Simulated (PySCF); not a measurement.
Bonds (- single, = double, # triple, : aromatic): F1-P2 1.582 Å, P2-F3 1.632 Å, P2-F4 1.632 Å. P2 carries H5, H6.

[PySCF 2.14.0 with density-fitted response routines: geometry: PBE0-D3(BJ)/def2-SVP; NMR shieldings at HF/pcSseg-2/GIAO; single conformer; no relativistic terms; fast rotation and ring inversion assumed for equivalent nuclei; isolated molecule]

Referencing at the same level of theory: $^{1}$H (σ = 31.68 ppm) vs TMS; $^{19}$F (σ = 245.28 ppm) against CFCl3; H3PO4 for $^{31}$P (σ = 343.96 ppm).

```
atoms   nucleus  count  δ (ppm)
H5/H6   $^{1}$H      2     6.62
   P2  $^{31}$P      1        ?
   F1  $^{19}$F      1        ?
F3/F4  $^{19}$F      2      8.8
```

Complete the table.

Answers


- F1: -75.5 ppm, fluorine bonded to P
- P2: -54.6 ppm, phosphorus bonded to 3 F, 2 H

Unscaled 19F shifts against computed CFCl3 carry errors that often reach 10 to 50 ppm. Experimental scales use liquid or dissolved standards, which lie at an offset from isolated H3PO4.
